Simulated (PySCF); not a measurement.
The dipole of n-PeOH (`CCCCCO`) from its density and from atomic charges.

Coordinates (GFN2-xTB, Å) and charges (e) from the PBE0/pcSseg-1 density (PySCF):

```tsv
atom	x	y	z	Mulliken	IAO	Hirshfeld	ESP-fitted
C1	2.742	0.157	0.414	-0.2546	-0.4166	-0.1176	-0.3807
C2	1.422	0.621	-0.189	-0.2754	-0.2433	-0.0637	+0.3235
C3	0.257	-0.282	0.213	-0.2679	-0.2508	-0.0649	+0.0098
C4	-1.063	0.187	-0.391	-0.2866	-0.2693	-0.0773	-0.0822
C5	-2.231	-0.710	0.018	+0.1057	-0.0401	+0.0011	+0.3475
O6	-3.453	-0.311	-0.556	-0.4599	-0.5504	-0.2373	-0.6742
H7	2.980	-0.852	0.083	+0.1076	+0.1358	+0.0384	+0.0838
H8	2.687	0.157	1.501	+0.1068	+0.1353	+0.0380	+0.0793
H9	3.551	0.816	0.111	+0.1142	+0.1406	+0.0400	+0.0826
H10	1.214	1.642	0.138	+0.1136	+0.1272	+0.0352	-0.0662
H11	1.506	0.633	-1.278	+0.1155	+0.1289	+0.0362	-0.0625
H12	0.171	-0.297	1.302	+0.1116	+0.1243	+0.0345	-0.0144
H13	0.461	-1.304	-0.116	+0.1157	+0.1266	+0.0365	-0.0263
H14	-0.990	0.194	-1.481	+0.1226	+0.1353	+0.0361	+0.0102
H15	-1.268	1.211	-0.064	+0.1036	+0.1196	+0.0322	-0.0040
H16	-2.065	-1.731	-0.334	+0.1136	+0.1436	+0.0432	+0.0271
H17	-2.312	-0.735	1.116	+0.0932	+0.1107	+0.0289	-0.0509
H18	-3.618	0.609	-0.317	+0.2209	+0.3428	+0.1607	+0.3975
```

Problem. Compute μ = Σ q r for each scheme (1 e·Å = 4.803 D) and compare with the dipole of the full density.

Solution. The full density gives (1.16, 1.04, 0.85) D, 1.78 D in size; dipole vectors point from the negative to the positive end.

```tsv
scheme	μx	μy	μz	size (D)	share of the full size (%)	angle to the full dipole (°)
Mulliken	1.89	-0.04	1.20	2.24	126	37
IAO	1.64	0.78	1.05	2.10	118	14
Hirshfeld	0.64	0.46	0.42	0.89	50	6
ESP-fitted	1.17	1.03	0.86	1.78	100	1
```

Problem. Which set comes closest?

Solution. Length of the difference vector: ESP-fitted 0.03 D, IAO 0.58 D, Hirshfeld 0.89 D, Mulliken 1.35 D. Closest: ESP-fitted. 

Problem. What is left for the Hirshfeld atoms' own dipoles?

Solution. The Hirshfeld atoms' densities add up to the full density, so μ = Σ q r + Σ (atomic dipoles). The atomic dipoles sum to (1.16, 1.04, 0.85) − (0.64, 0.46, 0.42) = (0.52, 0.58, 0.43) D, 0.89 D in size.

Problem. With the origin at the mean of the coordinates, (0.000, 0.000, 0.009) Å, which are the largest single terms, by size, of the IAO dipole along the direction of the full one?

Solution. O6 +7.16, C1 -4.15, H18 -3.56, H9 +1.92, H16 -1.74 D; all 18 atoms together +2.03 D. The single terms depend on the origin, their sum doesn't.

Problem. Give the size of the full dipole in other units.

Solution. 1.78 D = 0.698 au = 0.370 e·Å = 5.92 × 10⁻³⁰ C·m.

Isolated species at its GFN2-xTB geometry (one conformer only).

The values belong to the conformer `[CH3:1][CH2:2][CH2:3][CH2:4][CH2:5][OH:6]`: C1–C2–C3–C4 180°, C2–C3–C4–C5 180°, C3–C4–C5–O6 -179°, H–O6–C5–C4 -56°.
